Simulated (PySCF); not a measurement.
An unknown is described by computed data only.

Elements present: C, H and N. Monoisotopic mass: 86.0844 u.

| Quantity | Value |
| --- | --- |
| Polarisability | 66.2 au [CAM-B3LYP/def2-SVPD] |
| UV, strongest line | among the 10 lowest singlet transitions: S4 at 6.91 eV (179 nm, f = 0.099) [TDDFT CAM-B3LYP/def2-SVPD] |
| Couplings | largest of the computed one-bond spin–spin couplings (means over like bonds): 13C–1H +148.9 (×4), 13C–1H +138.7 (×6), 13C–13C +33.1, 15N–13C -3.1 (×2), 15N–15N -1.7, 15N–13C -0.4 (×2) Hz [B3LYP/pcJ-1, spin–dipole term left out for some pairs] |
| Rotational structure | rotational constants A, B, C: 5.107, 3.846, 2.464 GHz [PBE0-D3(BJ)/def2-SVP] |
| 13C NMR | chemical shifts (computed TMS as zero) by class: 52.3 (2 C), 46.6 (2 C) ppm [GIAO PBE0/pcSseg-1] |
| Triplet | lowest triplet excitation (Tamm–Dancoff): 5.64 eV [TDA CAM-B3LYP/def2-SVPD] |
| Dipole | 0.68 D [CAM-B3LYP/def2-SVPD] |
| 1H NMR | chemical shifts (computed TMS as zero) by class: 2.89 (4 H), 2.21 (6 H) ppm [GIAO PBE0/pcSseg-1] |
| XPS | C1s 291.1 (×2), C1s 291.3 (×2), N1s 404.9 (×2) eV [ΔSCF SCAN, pcX-2 on the ionised atom, pcseg-1 elsewhere, spin-free X2C] |
| NMR, other nuclei | isotropic shieldings of nuclei other than C and H, by class: 148 (2 N) ppm [GIAO PBE0/pcSseg-1] |

Gas-phase values; electronic properties from PySCF, density fitting. Levels stand in brackets. Isolated species at its PBE0-D3(BJ)/def2-SVP geometry (one conformer only). NMR values are class means; diastereotopic atoms form classes of their own.

Q: Which formula fits the mass and the elements?

A: C4H10N2 (calculated 86.0844). No other formula that holds each of these elements comes within 0.0003 u with a fitting electron parity and a possible valence count.

Q: Propose a structure and show how it fits.

A: Numbering: `[CH3:1][N:2]1[CH2:3][CH2:4][N:5]1[CH3:6]`. Its formula, C4H10N2, gives 1 degree of unsaturation: 1 ring and 0 π bonds in the structure found. 4 carbons fall into 2 classes; from least to most shielded: ring sp3 carbon bound to nitrogen [C3/C4] (52.3 ppm, 2 C), N-methyl carbon [C1/C6] (46.6 ppm, 2 C). Hydrogen classes from least to most shielded: 4 H on 2 like atoms (sp3 carbon bound to nitrogen), C3/C4 (2.89 ppm, a mean of values up to 0.7 ppm apart in this geometry), 6 H on 2 N-methyl carbons, C1/C6 (2.21 ppm, a mean of values up to 0.6 ppm apart in this geometry). The other shieldings belong to: 148 ppm, hydrazine nitrogen [N2/N5]. The couplings run between: +148.9 Hz, sp3 carbon bound to nitrogen [C3] and its hydrogen (with 3 like pairs); +138.7 Hz, N-methyl carbon [C1] and its hydrogen (with 5 like pairs); +33.1 Hz, sp3 carbon bound to nitrogen [C3] and sp3 carbon bound to nitrogen [C4]; -3.1 Hz, hydrazine nitrogen [N2] and sp3 carbon bound to nitrogen [C3] (with 1 like pair); -1.7 Hz, hydrazine nitrogen [N2] and hydrazine nitrogen [N5]; -0.4 Hz, hydrazine nitrogen [N2] and N-methyl carbon [C1] (with 1 like pair). The core levels belong to: C1s 291.1 eV, N-methyl carbon [C1/C6]; C1s 291.3 eV, sp3 carbon bound to nitrogen [C3/C4]; N1s 404.9 eV, hydrazine nitrogen [N2/N5]. The optimised geometry has point group C2 and is an asymmetric top. Structure: `CN1N(C)CC1` (1,2-dimethyl-1,2-diazetidine). Computed isomers that give other values at the same levels: `C1CNCCN1` (core binding energies: C1s 291.1 (×4), N1s 404.7 (×2) eV). The assignments are read from this structure; whether some other isomer fits the data as well wasn't checked.
